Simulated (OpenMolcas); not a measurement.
**One shape, several levels: C2H4F2 (1,1-difluoroethane)**

We compute a comparison of 6 runs (B3LYP/6-31G*, B2PLYP/6-311+G**, M06-L/6-311+G**, PBE/6-311+G**, PBE0/6-311+G**) of C2H4F2 (1,1-difluoroethane). 

The results are computed with OpenMolcas 26.06.

## Step 1: The molecule

C2H4F2 has 8 atoms, charge 0, and is taken as a singlet. As SMILES, `CC(F)F`. The shape is that of a PBE0-D4/def2-TZVP optimisation.

Bond lengths: C1–C2 1.497 Å, C2–F3 1.361 Å, C2–F4 1.361 Å, C1–H5 1.091 Å, C1–H6 1.091 Å, C1–H7 1.090 Å, C2–H8 1.095 Å. Some angles: C1–C2–F3 110.3°, C1–C2–F4 110.3°, F3–C2–F4 107.0°, C1–C2–H8 114.0°, F3–C2–H8 107.5°, F4–C2–H8 107.5°, C2–C1–H5 109.4°, C2–C1–H6 109.9°, C2–C1–H7 109.9°, H5–C1–H6 109.3°.

## Step 2: Energy and forces at B3LYP/6-31G(d) (spherical functions) (run 1)

Input file test.input:

```
&GATEWAY
  BasLib = $CurrDir
  Coord
  8
  angstrom
  C        0.003300       0.777600       0.023300
  C       -0.052000      -0.718200      -0.008200
  F        0.925500      -1.243400       0.779100
  F        0.168200      -1.172100      -1.271900
  H        0.981400       1.111900      -0.325400
  H       -0.157200       1.132800       1.041800
  H       -0.771000       1.190600      -0.624000
  H       -1.006100      -1.136400       0.329500
  Basis = 6-31Gs
  Group = NoSym

&SEWARD
  GridInput
  Grid=UltraFine
  End of Grid

&SCF
  KSDFT = B3LYP
  Thresholds = 1e-10 1e-07 1e-07 1e-05
  PrOrbitals = 1 1

&ALASKA
```

The basis set 6-31G* is read from a file made from the Basis Set Exchange's data (not shown).

Command:

```sh
$ export MOLCAS_MEM=1860
$ pymolcas test.input > test.log
```

The program printed:

```text
--- Start Module: gateway ---
[...]
--- Stop Module: gateway /rc=_RC_ALL_IS_WELL_ ---
[...]
      Basis functions           64
[...]
--- Start Module: scf ---
[...]
       Convergence after  12 Iterations
[...]
::    Total KS-DFT energy                            -278.2978867658
[...]
      Total spin, S                                     0.0000000000
[...]
      Total electronic charge=   34.000000
      Total            charge=   -0.000000
[...]
      Dipole Moment (debye):
      Origin of the operator (angstrom)=    0.2913   -0.6491   -0.1326
                   X= -1.2281E+00               Y=  1.4096E+00               Z=  5.0289E-01           Total=  1.9360E+00
      Quadrupole Moment (debye*angstrom):
[...]
--- Stop Module: scf /rc=_RC_ALL_IS_WELL_ ---
[...]
--- Start Module: alaska ---
[...]
 *              Molecular gradients               *
 **************************************************
  Irreducible representation: a
 ------------------------------------------------------------------------------------------
                              X                       Y                       Z
 ------------------------------------------------------------------------------------------
  C1                7.99617129961128E-04   -3.13805982557902E-03   -4.65553860391377E-04
  C2                4.37553975265992E-03    4.53100243538040E-03   -1.39716311612847E-03
  F3               -6.08185509456760E-03    1.95967092432348E-03   -6.38173452033719E-03
  F4               -4.37702591265521E-04    1.41831764458011E-03    8.85877642265598E-03
  H5               -1.78372848799846E-03   -8.70212281350868E-04    6.38975821303900E-04
  H6                5.30927062392106E-05   -1.58588377107338E-03   -1.92985112000610E-03
  H7                1.28529265456256E-03   -1.71362274567177E-03    1.36063393632369E-03
  H8                1.78974393040088E-03   -6.01212380615612E-04   -6.84083563414539E-04
[...]
--- Stop Module: alaska /rc=_RC_ALL_IS_WELL_ ---
[...]
```

Run time: 21 s. Hardware: 1 thread of Arm Neoverse V1, shared host; peak memory 0.4 GiB.

## Step 3: Energy and forces at B3LYP/6-31G(d) (Cartesian functions) (run 2)

Input file calc.input:

```
&GATEWAY
  BasLib
  $CurrDir
  Coord
  8
  angstrom
  C        0.003300       0.777600       0.023300
  C       -0.052000      -0.718200      -0.008200
  F        0.925500      -1.243400       0.779100
  F        0.168200      -1.172100      -1.271900
  H        0.981400       1.111900      -0.325400
  H       -0.157200       1.132800       1.041800
  H       -0.771000       1.190600      -0.624000
  H       -1.006100      -1.136400       0.329500
  Basis
  6-31Gs
  Group
  NoSym

&SEWARD
  GridInput
  Grid=UltraFine
  End of Grid

&SCF
  KSDFT
  B3LYP
  Thresholds
  1e-10 1e-07 1e-07 1e-05
  PrOrbitals
  1 2

&ALASKA
```

The basis set 6-31G* is read from a file made from the Basis Set Exchange's data (not shown).

Command:

```sh
$ export MOLCAS_MEM=1860
$ pymolcas calc.input > calc.log
```

The program printed:

```text
--- Start Module: gateway ---
[...]
--- Stop Module: gateway /rc=_RC_ALL_IS_WELL_ ---
[...]
      Basis functions           68
[...]
--- Start Module: scf ---
[...]
       Convergence after  12 Iterations
[...]
::    Total KS-DFT energy                            -278.3012982755
[...]
      Total spin, S                                     0.0000000000
[...]
      Total electronic charge=   34.000000
      Total            charge=   -0.000000
[...]
      Dipole Moment (debye):
      Origin of the operator (angstrom)=    0.2913   -0.6491   -0.1326
                   X= -1.2272E+00               Y=  1.4084E+00               Z=  5.0252E-01           Total=  1.9344E+00
      Quadrupole Moment (debye*angstrom):
[...]
--- Stop Module: scf /rc=_RC_ALL_IS_WELL_ ---
[...]
--- Start Module: alaska ---
[...]
 *              Molecular gradients               *
 **************************************************
  Irreducible representation: a
 ------------------------------------------------------------------------------------------
                              X                       Y                       Z
 ------------------------------------------------------------------------------------------
  C1                8.67138979792292E-04   -3.01671757126698E-03   -4.86173129277123E-04
  C2                4.61542946396953E-03    3.98551324071494E-03   -1.50471922025774E-03
  F3               -6.36473342949095E-03    2.14445543382613E-03   -6.56053815915314E-03
  F4               -5.32679092019706E-04    1.58512995944626E-03    9.18927457644969E-03
  H5               -1.73635611067269E-03   -8.12396838293150E-04    6.23579159627630E-04
  H6                5.66146844956927E-05   -1.55173079920012E-03   -1.87786185807326E-03
  H7                1.25509522857614E-03   -1.67630281601028E-03    1.32090967224374E-03
  H8                1.83949027534602E-03   -6.57950609207258E-04   -7.04471041593102E-04
[...]
--- Stop Module: alaska /rc=_RC_ALL_IS_WELL_ ---
[...]
```

Wall time 23 s (1 thread of Arm Neoverse V1, shared host); peak memory 0.41 GiB.

Run 3 isn't shown in full; the table further down has it.

## Step 4: Energy and forces at M06-L/6-311+G(d,p) (run 4)

Input file job.input:

```
>>> EXPORT MOLCAS_PRINT=2

&GATEWAY
  BasLib=$CurrDir
  Coord
  8
  angstrom
  C        0.003300       0.777600       0.023300
  C       -0.052000      -0.718200      -0.008200
  F        0.925500      -1.243400       0.779100
  F        0.168200      -1.172100      -1.271900
  H        0.981400       1.111900      -0.325400
  H       -0.157200       1.132800       1.041800
  H       -0.771000       1.190600      -0.624000
  H       -1.006100      -1.136400       0.329500
  Basis=6-311pGss
  Group=NoSym

&SEWARD
  GridInput
  Grid=UltraFine
  End of Grid

&SCF
  KSDFT=M06L
  Thresholds=1e-10 1e-07 1e-07 1e-05
  PrOrbitals=1 2

&ALASKA
```

The basis set 6-311+G** is read from a file made from the Basis Set Exchange's data (not shown).

Command:

```sh
$ export MOLCAS_MEM=1860
$ pymolcas job.input > job.log
```

The program printed:

```text
--- Start Module: gateway ---
[...]
--- Stop Module: gateway /rc=_RC_ALL_IS_WELL_ ---
[...]
      Basis functions          112
[...]
--- Start Module: scf ---
[...]
       Convergence after  13 Iterations
[...]
::    Total KS-DFT energy                            -278.3536266772
[...]
      Total spin, S                                     0.0000000000
[...]
      Total electronic charge=   34.000000
      Total            charge=   -0.000000
[...]
      Dipole Moment (debye):
      Origin of the operator (angstrom)=    0.2913   -0.6491   -0.1326
                   X= -1.4400E+00               Y=  1.6825E+00               Z=  5.9068E-01           Total=  2.2920E+00
      Quadrupole Moment (debye*angstrom):
[...]
--- Stop Module: scf /rc=_RC_ALL_IS_WELL_ ---
[...]
--- Start Module: alaska ---
[...]
 *              Molecular gradients               *
 **************************************************
  Irreducible representation: a
 ------------------------------------------------------------------------------------------
                              X                       Y                       Z
 ------------------------------------------------------------------------------------------
  C1                1.18402773309212E-04    9.89026832383999E-04   -6.85158457193191E-05
  C2                4.23951598902761E-03   -5.26349374091284E-03   -1.69579873484915E-03
  F3               -4.43538566607060E-03    2.67095146140317E-03   -3.42404015355413E-03
  F4               -1.08993033056648E-03    2.34810060245216E-03    5.59822729243820E-03
  H5                3.09926497381596E-04   -6.53093655136328E-04   -1.26018420705476E-04
  H6               -1.58520106807503E-04   -5.08147844005657E-04    3.75056714168487E-04
  H7               -3.45799366374244E-04   -5.03050639073965E-04   -1.86194034482945E-04
  H8                1.36179021011618E-03    9.19706982956736E-04   -4.72716817337071E-04
[...]
--- Stop Module: alaska /rc=_RC_ALL_IS_WELL_ ---
[...]
```

Wall time 63 s (1 thread of Arm Neoverse V1, shared host); peak memory 0.67 GiB.

Run 5 isn't shown in full; the table further down has it.

## Step 5: Energy and gradient at PBE0/6-311+G(d,p) (run 6)

Input file mol.xyz:

```xyz
8

C      0.003300     0.777600     0.023300
C     -0.052000    -0.718200    -0.008200
F      0.925500    -1.243400     0.779100
F      0.168200    -1.172100    -1.271900
H      0.981400     1.111900    -0.325400
H     -0.157200     1.132800     1.041800
H     -0.771000     1.190600    -0.624000
H     -1.006100    -1.136400     0.329500
```

Input file run.inp:

```
* C2H4F2 Kohn-Sham DFT
&gateway
baslib=$CurrDir
coord=mol.xyz
basis=6-311pGss
group=NoSym
&seward
gridinput
Grid=UltraFine
End of Grid
&scf
ksdft=PBE0
thresholds=1e-10 1e-07 1e-07 1e-05
prorbitals=1
&alaska
```

The basis set 6-311+G** is read from a file made from the Basis Set Exchange's data (not shown).

Command:

```sh
$ export MOLCAS_MEM=1860
$ pymolcas run.inp > run.log
```

The program printed:

```text
--- Start Module: gateway ---
[...]
--- Stop Module: gateway /rc=_RC_ALL_IS_WELL_ ---
[...]
      Basis functions          112
[...]
--- Start Module: scf ---
[...]
       Convergence after  15 Iterations
[...]
::    Total KS-DFT energy                            -278.1108387137
[...]
      Total spin, S                                     0.0000000000
[...]
      Total electronic charge=   34.000000
      Total            charge=   -0.000000
[...]
      Dipole Moment (debye):
      Origin of the operator (angstrom)=    0.2913   -0.6491   -0.1326
                   X= -1.5396E+00               Y=  1.7342E+00               Z=  6.2923E-01           Total=  2.4029E+00
      Quadrupole Moment (debye*angstrom):
[...]
--- Stop Module: scf /rc=_RC_ALL_IS_WELL_ ---
[...]
--- Start Module: alaska ---
[...]
 *              Molecular gradients               *
 **************************************************
  Irreducible representation: a
 ------------------------------------------------------------------------------------------
                              X                       Y                       Z
 ------------------------------------------------------------------------------------------
  C1               -1.78952101187901E-04    5.20857617782866E-05    7.73828422839795E-06
  C2                3.47650641258923E-03   -2.16898583672820E-03   -1.30394640278708E-03
  F3               -2.40456457349936E-03    1.57072794914992E-03   -1.87201508137314E-03
  F4               -5.77739789123066E-04    1.39036997329800E-03    3.03350935934787E-03
  H5               -6.34710976872732E-04   -4.24532720998405E-04    2.30038257737819E-04
  H6                9.31747985575271E-05   -3.19896530591057E-04   -7.00134355491766E-04
  H7                5.46953538953954E-04   -3.75179234163081E-04    4.78772875909250E-04
  H8               -3.20667309540390E-04    2.75410638304052E-04    1.26037062413209E-04
[...]
--- Stop Module: alaska /rc=_RC_ALL_IS_WELL_ ---
[...]
```

Run time: 53 s. Hardware: 1 thread of Arm Neoverse V1, shared host; peak memory 0.67 GiB.

## Step 6: Overview of the runs

| run | level | Cartesian functions | task | energy (Eh) | dipole moment (D) | HOMO energy (eV) | LUMO energy (eV) | wall time |
| --- | --- | --- | --- | --- | --- | --- | --- | --- |
| 1 | B3LYP/6-31G* (spherical functions) | no | gradient | -278.297887 | 1.94 | -8.94 | 2.90 | 21 s |
| 2 | B3LYP/6-31G* (Cartesian functions) | yes | gradient | -278.301298 | 1.93 | -8.95 | 2.89 | 23 s |
| 3 | B2PLYP/6-311+G** | no | energy | -278.176588 | 2.53 | -11.49 | 0.89 | 41 s |
| 4 | M06-L/6-311+G** | no | gradient | -278.353627 | 2.29 | -8.34 | 0.13 | 63 s |
| 5 | PBE/6-311+G** | no | gradient | -278.101089 | 2.28 | -8.00 | -0.19 | 50 s |
| 6 | PBE0/6-311+G** | no | gradient | -278.110839 | 2.40 | -9.77 | 0.40 | 53 s |

## Step 7: Summary of results

```
                       quantity          value
            run 6: total energy  -278.11084 Eh
           run 6: dipole moment         2.40 D
             run 6: HOMO energy       -9.77 eV
             run 6: LUMO energy        0.40 eV
           run 6: HOMO–LUMO gap       10.17 eV
run 6: largest force on an atom     0.221 eV/Å
```

In words: The dipole moment (its size) runs from 1.93 D (B3LYP/6-31G*) to 2.53 D (B2PLYP/6-311+G**). The two ends differ in method and basis. A double hybrid's value is that of its SCF part. The HOMO–LUMO gap runs from 7.81 eV (PBE/6-311+G**) to 12.38 eV (B2PLYP/6-311+G**). For B2PLYP the log adds the whole second-order term; the table takes 0.27 of it, as the functional is defined. Totals of different functionals can't be ranked against each other. All runs together took 4.2 min, the longest 63 s.
